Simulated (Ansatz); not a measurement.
## Isomers and spin states of AlSiH

Ansatz 0.2.0, basis cc-pVDZ; geometries are PBE0/def2-TZVP minima. Wave-function levels freeze the cores; HF, MP2 and coupled cluster are restricted for singlets and unrestricted otherwise, Kohn–Sham unrestricted where that lies lower. MRCISD+Q stands on CASSCF in the full valence space. The reference is CCSDT(Q) (coupled cluster only where its series has nearly closed). Semilocal and hybrid functionals correlate all electrons outside any core potential and usually lie nearer their basis limit than the reference, so part of their error here is the reference's basis and frozen-core error; RPA and the MP2 part of double hybrids freeze the same cores as the reference. None of these values is a measured one. Energies are electronic, without zero-point terms. The set is small: such energies can lie up to about 0.3 eV from the limit, spin gaps mostly less, so near ties and functionals' places can change in larger sets. No spin–orbit coupling and no scalar relativity. The species are chosen: bound, without strong static correlation by their natural occupations or amplitudes, and with a ladder that closes on the reference, so errors are smaller than for species at large; levels whose determinant breaks symmetry or spin markedly are left out.

A. triplet; Al–Si 2.390, Si–H 1.598, angle at Si 57°. Coordinates (Å): Si 0.000 -0.036 1.165; Al 0.000 -0.012 -1.225; H 0.000 1.318 0.315
B. triplet; Al–Si 2.333, Al–H 1.599, angle at Al 180°. Coordinates (Å): Si 0.000 0.000 2.089; Al 0.000 0.000 -0.245; H 0.000 0.000 -1.844

**Question.** From bonding and spin, estimate the order of these in energy at CCSDT(Q), each at its own geometry.

**Answer.** At CCSDT(Q), above the lowest of those listed: A (0.0 kJ/mol), B (32.7 kJ/mol).

| level | B less A (kJ/mol) |
| --- | --- |
| CCSDT(Q) | 32.7 |
| CCSD | 31.8 |
| CCSD(T) | 32.7 |
| MRCISD+Q | 33.9 |
| PBE | 32.7 |
| PBE0 | 30.6 |
| B3LYP | 29.4 |
| r2SCAN0 | 28.5 |
| wB97M-V | 34.7 |

Every level shown puts the same form lowest.

The geometries are PBE0's, not this basis's own minima.
